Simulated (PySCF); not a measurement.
**Calculated properties of `C/C(C#N)=C\F`**

Compound: C4H4FN.
Atom-mapped SMILES: `[CH3:1]/[C:2]([C:3]#[N:4])=[CH:5]\[F:6]` (hydrogens: H7, H8, H9 on C1; H10 on C5)

Among its groups: nitrile, C=C double bond and C–F bond.

From GFN2-xTB geometry:

* Point group of the GFN2-xTB geometry: Cs
* Rotational constants A, B, C of the GFN2-xTB geometry: 7.676, 2.323, 1.803 GHz

From B3LYP/def2-SVPD ground state and vertical TDDFT (core frozen in the response) (PySCF):

- Dipole moment: 2.80 D
- HOMO energy: -7.84 eV
- LUMO energy: -1.59 eV
- HOMO–LUMO gap: 6.25 eV
- Lowest singlet excitation: 6.30 eV (197 nm, f = 0.319)
- Strongest line among the 8 lowest singlet transitions: S1 at 6.30 eV (197 nm, f = 0.319)
- Lowest triplet excitation (Tamm–Dancoff): 3.79 eV
- Static isotropic polarisability: 54.0 au
- Electronic spatial extent ⟨r²⟩ about the centre of nuclear charge: 613 bohr²

Monoisotopic mass (most abundant isotopes): 85.0328 u.

 The 8 singlets span 6.30 to 8.26 eV, and their oscillator strengths add up to 0.41. With B = h/(8π²I), that is 505.379 GHz u Å² over I, the principal moments of inertia are 65.8, 217.6 and 280.3 u Å² (most abundant isotopes); the inertial defect Ic − Ia − Ib is -3.1 u Å² (zero for a rigid planar frame, negative otherwise). S1 lies 0.05 eV above the HOMO–LUMO gap; its leading configuration is HOMO→LUMO, weight 0.91. No computed singlet falls in the visible range (750 to 380 nm, 1.65 to 3.26 eV); S1 lies 3.04 eV above its blue end. The polarisability is 8.00 Å³ as a volume (1 au = 0.148185 Å³), or 1.23 au for each of the 44 electrons.

Isolated species at its GFN2-xTB geometry, gas phase.

For the TDDFT job (B3LYP/def2-SVPD), on x86-64 server, one thread, no GPU, on a shared host, this took 11 s wall.
